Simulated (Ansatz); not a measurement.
A run for Ansatz (a program for electronic structure): R-RI-MP2/aug-cc-pVQZ on C2H4 (SMILES C=C). Files ending in .json are basis or fitting sets from the Basis Set Exchange.

Ansatz 0.2 input:
```yaml
crystal:
  periodic: [false, false, false]
  atoms:
    - {symbol: C, position_ang: [-0.47192500, 0.47192500, 1.85911100]}
    - {symbol: C, position_ang: [0.47192500, -0.47192500, 1.85911100]}
    - {symbol: H, position_ang: [-0.87242200, 0.87242200, 0.93612500]}
    - {symbol: H, position_ang: [0.87242200, -0.87242200, 0.93612500]}
    - {symbol: H, position_ang: [-0.87046400, 0.87046400, 2.78330800]}
    - {symbol: H, position_ang: [0.87046400, -0.87046400, 2.78330800]}
basis:
  gaussian:
    orbitals: aug-cc-pVQZ
    fitting: {mean_field: def2-universal-JKFIT, correlation: aug-cc-pVQZ-RIFIT.json}
magnetization: {spin_polarized: false}
correlation: {method: mp2, electrons: outside_noble_gas}
scf: {lower_state_search: off}
```

It printed:

```
WARN ansatz: RAYON_NUM_THREADS=2 ignored (pool sized by the plan → 2); use --threads N
Functional definition: HF
these checks for a lower state are left out or cut short: stability, starts, cluster_reference, orbital_swaps, neighbouring_geometries, increment
integrals: 0.32 GiB planned
222 factors; integrals over basis functions are off by at most 3.7e0 eV
mean field: 0.52 GiB planned
mean field evaluation 1: about -2122.5201 eV, gradient 2.7e1 eV
mean field evaluation 2: about -2124.1140 eV, gradient 9.9e0 eV
mean field evaluation 4: about -2124.3712 eV, gradient 1.4e-1 eV
mean field evaluation 8: about -2124.3714 eV, gradient 1.7e-6 eV
mean field -2124.37142364 eV, -78.0692098680 hartree, gradient 1.6e-6 eV, S^2 0.000000; 0 other end points of the search recorded, 0 dependent functions left out
2 core orbitals not correlated
656 factors; their error is unknown
reference -2124.37142364 eV, -78.0692098680 hartree; 6, 6 occupied and 336, 336 virtual orbitals, 656 factors
second order -9.74980434 eV of doubles, -0.00000000 eV of singles
Total energy: -2134.12122798 eV, -78.4275085690 hartree
Checks for a lower state left out: stability, starts, cluster_reference, orbital_swaps, neighbouring_geometries, increment
```

The run converged.

Cost: roughly 2.0 core-seconds.
